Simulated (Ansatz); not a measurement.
Si–BH$_{2}$, quartet in 6-31G: errors against full CI

Geometry: a point of a stretch scan, not a stationary point.

```yaml
atoms:
  - { symbol: Si, position_ang: [0.0000, 0.0000, 5.3015] }
  - { symbol: B, position_ang: [0.0000, 0.0000, -1.4265] }
  - { symbol: H, position_ang: [0.0000, -1.0760, -1.9375] }
  - { symbol: H, position_ang: [0.0000, 1.0760, -1.9375] }
```

Basis 6-31G; Ansatz 0.2.0. Only valence electrons are correlated (noble-gas cores frozen), which leaves 9 electrons in 20 orbitals. Prefix R: restricted or restricted open-shell reference; prefix U: unrestricted. Active spaces: valence = (9e, 10o) chosen from the atoms' valence shells; pair = (5e, 5o) about the gap.

Full CI is exact within this basis and frozen core; it isn't the basis-set limit. The frozen core follows each run's orbitals, which can shift R against U totals by a few meV.

For open shells CISD is restricted-active-space CI with the open shells as a complete middle space.

The UHF ⟨S²⟩ is 3.752, the T1 diagnostic (RCCSD) is 0.0076 and the largest doubles amplitude (RCCSD) is 0.111. The T1 diagnostic (UCCSD) is 0.0053.

```
   level  E − E(RHF) (eV)
     UHF          -0.0141
    RMP2          -1.4604
    UMP2          -1.4644
   RCCSD          -2.0925
   UCCSD          -2.0925
RCCSD(T)          -2.1118
UCCSD(T)          -2.1118
```

Task: Estimate how far full CI in 6-31G lies from RCCSD(T). The table doesn't fix it; the size of (T) and the diagnostics are the guide.

Result: Full CI in 6-31G lies 0.32 mEh below RCCSD(T), which is 46 % of the (T) step (-0.71 mEh). The diagnostics give no warning, yet the rest is a sizeable part of (T).

The other levels:

| level | E − E(full CI) (mEh) | share of correlation (%) | wall time |
| --- | --- | --- | --- |
| CISD | 3.89 | 95.00 | 1.1 s |
| BCCD(T) | 0.33 | 99.58 | 1.5 s |
| RCCSDT | 0.01 | 99.98 | – |
| UCCSDT | 0.01 | 99.99 | – |
| RCCSDT(Q) | 0.00 | 99.99 | 4.5 s |
| UCCSDT(Q) | 0.00 | 100.01 | 4.5 s |
| RCCSDTQ | 0.00 | 100.00 | 19 s (H100) |
| UCCSDTQ | -0.01 | 100.01 | 22 s (H100) |
| CASSCF (valence space) | 28.83 | 63.01 | – |
| NEVPT2 (valence space) | 10.03 | 87.13 | 3 s |
| MRCISD (valence space) | 0.65 | 99.16 | – |
| MRCISD+Q (valence space) | 0.08 | 99.90 | 12 s (H100) |

The correlation energy at full CI, counted from RHF, is -2.121 eV. That run took 31 s on 2 threads of AMD EPYC 7R13 with a shared H100 80 GB, shared host over 11,075,136 determinants.

Run but not shown, since their state, orbitals or frozen core can't be matched to the reference's or they repeat it: CASSCF (pair space), MRCISD (pair space), MRCISD+Q (pair space).

Times hold each run's SCF and search for its determinant on a shared host, so for small cases they say little of a method's own cost; rows without a card ran on 1 thread of AMD EPYC 7R13. Some runs computed forces too.

The full-CI state has the irrep A2 of C2v, in the program's axes.

Natural occupations of full CI about the gap: 1.969 1.969 1.951 0.997 0.997 0.993 0.037 0.021 0.018 0.013; effectively unpaired electrons, Σ n²(2−n)², 3.03.
